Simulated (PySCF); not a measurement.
# Scan of BH$_{4}$, doublet

Starting geometry (PBE0/def2-TZVP stationary point for this spin, not checked as a minimum):

```xyz
5

B     0.0000    0.0000    0.0000
H     0.4147    0.8125    0.8107
H    -0.4243   -0.8077    0.8105
H    -0.4128    0.8086   -0.8154
H     0.4225   -0.8134   -0.8057
```

From there H5 moves along the line of the two atoms named below, all else staying in place; atoms are numbered as listed. Energies are in kJ/mol, counted from the starting geometry at the same level. Kohn–Sham curves keep the symmetry of the cluster determinant, unrestricted for open shells and where UHF breaks spin symmetry.

Basis 6-31G; PySCF 2.14.0. Correlated methods freeze the noble-gas cores.

A value is left out where its run failed or describes another state than the reference as far as symmetry and spin tell, or, spin-broken singlets apart, can't be checked.

In so small a basis the reference is far from its limit while semilocal and hybrid functionals are nearer theirs (RPA and double hybrids share much of the reference's basis error), so the functionals' errors here hold much of the reference's basis and frozen-core error, which can add to them or hide them.

Full CI is exact within this basis and frozen core; it isn't the basis-set limit.

| distance B1-H5 (Å) | full CI | PBE | r2SCAN | PBE0 | B3LYP | wB97M-V | HSE06 | B2PLYP |
| --- | --- | --- | --- | --- | --- | --- | --- | --- |
| 0.997 | 81.5 | 79.1 | 75.6 | 75.9 | 74.8 | 74.2 | 75.8 | 75.1 |
| 1.081 | 28.7 | 27.4 | 25.3 | 25.4 | 25.0 | 24.5 | 25.3 | 25.0 |
| 1.220 | 0.0 | 0.0 | 0.0 | 0.0 | 0.0 | 0.0 | 0.0 | 0.0 |
| 1.349 | 8.7 | 10.3 | 12.1 | 12.2 | 11.7 | 12.5 | 12.2 | 12.0 |
| 1.470 | – | 34.7 | 37.7 | 38.2 | 36.6 | 38.4 | 38.0 | 36.8 |
| 1.692 | 73.9 | 90.2 | 93.4 | 94.6 | 90.1 | 93.7 | 94.0 | 88.2 |
| 1.927 | 104.2 | 141.6 | 140.3 | 141.4 | 135.2 | 137.8 | 140.4 | 125.9 |
| 2.286 | 118.5 | 184.3 | 179.3 | 174.2 | 169.5 | 166.7 | 172.8 | 148.6 |
| 2.669 | 119.8 | 198.4 | 195.8 | 184.2 | 181.2 | 174.9 | 182.9 | 154.9 |
| 3.318 | 119.4 | 204.3 | 203.4 | 188.3 | 186.3 | 177.0 | 187.1 | 157.5 |
| 4.208 | 119.6 | 206.2 | 205.5 | 189.6 | 187.7 | 177.9 | 188.4 | 158.3 |

HSE06 at 4.208 Å lies 68.8 kJ/mol (58 %) above the reference in this basis. wB97M-V at 4.208 Å lies 58.3 kJ/mol (49 %) above the reference in this basis. PBE at 4.208 Å lies 86.6 kJ/mol (72 %) above the reference in this basis. PBE0 at 4.208 Å lies 70.0 kJ/mol (58 %) above the reference in this basis.
